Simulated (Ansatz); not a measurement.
Start from MgO in the rock salt structure (space group Fm-3m, No. 225; a = 4.215 Å).

The values are results of PBEsol/PAW in Ansatz (an electronic-structure program), no spin-orbit coupling, earlier PAW set, not measurements.

Perturbation: every Mg is replaced by Sr; the structure is relaxed again.

Measured lattice parameter a: MgO 4.189 Å (static lattice; corrected from measurement; as listed in Daniel Mejia-Rodriguez, S. B. Trickey, Phys. Rev. B (2018)); SrO 5.16 Å (room temperature; as listed in Juan A. Santana et al., The Journal of Chemical Physics (2016)).

Problem. How well does PBEsol reproduce the measured shift?

Solution. With PBEsol the lattice parameter a moves by +0.908 Å (4.215 → 5.123) against +0.971 Å measured. The two measured values stand on different bases (one corrected, one not), which blurs small differences.

Whether these cells are dynamically stable was not tested.
